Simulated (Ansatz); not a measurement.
CCl4: measurement beside calculation (Ansatz, PBE0-D4/def2-TZVP geometry).

Z-matrix (Å, degrees):
```
C
Cl 1 1.763
Cl 1 1.763 2 109.5
Cl 1 1.763 2 109.5 3 120.0
Cl 1 1.763 2 109.5 3 -120.0
```

Measured: 12.27 eV (ionisation energy: second ionisation energy, adiabatic, (7t2)-1 A 2T2, photoelectron spectroscopy). Source: Symmetry Breaking in the Lowest-Lying Excited-State of CCl4: Valence Shell Spectroscopy in the 5.0–10.8 eV Photon Energy Range, 2024 (pmc:11643474).

| level | vertical IE (eV) | minus measured (eV) |
| --- | --- | --- |
| PBE-D4/def2-TZVPP | 10.52 | -1.75 |
| r2SCAN-D4/def2-TZVPP | 10.83 | -1.44 |
| PBE0-D4/def2-TZVPP | 11.14 | -1.13 |
| B3LYP-D4/def2-TZVPP | 11.03 | -1.24 |
| ωB97X-V/def2-TZVPP | 11.63 | -0.64 |
| ωB97M-V/def2-TZVPP | 11.51 | -0.76 |
| B2PLYP/def2-TZVPP | 11.27 | -1.00 |
| −ε(HOMO), LDA (SPW92) | 7.74 | -4.53 |
| −ε(HOMO), PBE | 7.59 | -4.68 |
| −ε(HOMO), revPBE | 7.54 | -4.73 |
| −ε(HOMO), BLYP | 7.42 | -4.85 |
| −ε(HOMO), r2SCAN | 7.98 | -4.29 |
| −ε(HOMO), B97M-V | 8.08 | -4.19 |
| −ε(HOMO), PBE0 | 9.06 | -3.21 |
| −ε(HOMO), B3LYP | 8.76 | -3.51 |
| −ε(HOMO), r2SCANh | 8.51 | -3.76 |
| −ε(HOMO), r2SCAN0 | 9.30 | -2.97 |
| −ε(HOMO), HSE06 | 8.65 | -3.62 |
| −ε(HOMO), BHLYP | 10.37 | -1.90 |
| −ε(HOMO), CAM-B3LYP | 10.44 | -1.83 |
| −ε(HOMO), LC-ωPBE | 11.92 | -0.35 |
| −ε(HOMO), ωB97X-V | 11.51 | -0.76 |
| −ε(HOMO), ωB97M-V | 11.32 | -0.95 |

Computed values are vertical and leave out zero-point energy and spin–orbit coupling, so an adiabatic measurement lies lower by the cation's relaxation.

Measured: 217 cm⁻¹ (e bend, fundamental, literature experiment); 314 cm⁻¹ (t2 bend, fundamental, literature experiment); 459 cm⁻¹ (a1 symmetric stretch, fundamental, literature experiment); 776 cm⁻¹ (t2 asymmetric stretch, fundamental, literature experiment); 456.6 cm⁻¹ (nu1, a1 symmetric stretch, quoted from earlier experiment); 218.0 cm⁻¹ (nu2, e bend, quoted from earlier experiment); 309.7 cm⁻¹ (nu4, t2 bend, quoted from earlier experiment); 790.6 cm⁻¹ (nu3, t2 asymmetric stretch, quoted from earlier experiment). Source: Jahn-Teller Distortion and Dissociation of CCl$_4^+$ by Transient X-ray Spectroscopy Simultaneously at the Carbon K- and Chlorine L-Edge, 2022 (arxiv:2204.13800); Measurement of Coherent Vibrational Dynamics with X-ray Transient Absorption Spectroscopy Simultaneously at the Carbon K- and Chlorine L$_{2,3}$- Edges, 2024 (arxiv:2405.05437).

Harmonic PBE0-D4 wavenumbers (cm⁻¹, unscaled): 217, 217, 317, 317, 317, 471, 790, 790, 790. Fundamentals include anharmonicity and usually lie a few per cent under these; harmonic values from spectra compare directly.

Enthalpy of formation at 298 K: -22.9 kcal/mol (zero for an element's reference state; older measured values of the G2 set, as listed by Staroverov and co-workers, J. Chem. Phys. 119, 12129, 2003). With their computed zero-point and thermal terms and the atoms' enthalpies of Curtiss and co-workers (1997) it gives an electronic atomization energy of 312.5 kcal/mol.

```
             level  atomization (kcal/mol)   error  error per bond
       LDA (SPW92)                   402.0    89.5            22.4
            PBE-D4                   339.1    26.6             6.7
         revPBE-D4                   325.5    13.0             3.3
           BLYP-D4                   310.7    -1.8            -0.5
         r2SCAN-D4                   320.1     7.6             1.9
            B97M-V                   319.1     6.6             1.7
           PBE0-D4                   323.4    10.9             2.7
          B3LYP-D4                   305.2    -7.3            -1.8
        r2SCANh-D4                   314.8     2.3             0.6
        r2SCAN0-D4                   307.2    -5.3            -1.3
          HSE06-D4                   323.9    11.4             2.8
          BHLYP-D4                   284.8   -27.7            -6.9
      CAM-B3LYP-D4                   304.9    -7.6            -1.9
           ωB97X-V                   315.7     3.2             0.8
           ωB97M-V                   318.6     6.1             1.5
            B2PLYP                   302.7    -9.9            -2.5
          PBE-QIDH                   316.7     4.2             1.0
               PBE                   333.8    21.3             5.3
            revPBE                   310.4    -2.1            -0.5
              BLYP                   298.8   -13.7            -3.4
            r2SCAN                   318.9     6.4             1.6
              PBE0                   318.9     6.4             1.6
             B3LYP                   296.4   -16.1            -4.0
           r2SCANh                   313.5     1.0             0.3
           r2SCAN0                   305.8    -6.7            -1.7
             HSE06                   319.7     7.2             1.8
             BHLYP                   277.6   -34.9            -8.7
         CAM-B3LYP                   300.3   -12.2            -3.0
           LC-ωPBE                   308.8    -3.8            -0.9
RPA@PBE/def2-TZVPP                   264.2   -48.3           -12.1
     HF/def2-TZVPP                   179.1  -133.4           -33.3
    MP2/def2-TZVPP                   322.5    10.0             2.5
SCS-MP2/def2-TZVPP                   306.2    -6.3            -1.6
   CCSD/def2-TZVPP                   283.4   -29.1            -7.3
CCSD(T)/def2-TZVPP                   297.6   -15.0            -3.7
     HF/def2-QZVPP                   179.5  -133.1           -33.3
    MP2/def2-QZVPP                   332.4    19.9             5.0
SCS-MP2/def2-QZVPP                   316.0     3.5             0.9
   CCSD/def2-QZVPP                   292.1   -20.4            -5.1
CCSD(T)/def2-QZVPP                   307.4    -5.1            -1.3
      HF/CBS(def2)                   179.5  -133.0           -33.3
     MP2/CBS(def2)                   339.5    27.0             6.8
    CCSD/CBS(def2)                   298.3   -14.2            -3.6
 CCSD(T)/CBS(def2)                   314.5     2.0             0.5
```

Functionals use def2-TZVPP; B3LYP here is the variant with VWN-RPA as its local correlation; programs differ in this. The calculations leave out spin–orbit coupling, scalar relativity and, for the correlated methods, core correlation; together these are worth up to about 1 kcal/mol a heavy atom. HSE06 is defined as in plane-wave codes. CBS extrapolates def2-TZVPP and def2-QZVPP. T1 = 0.010.
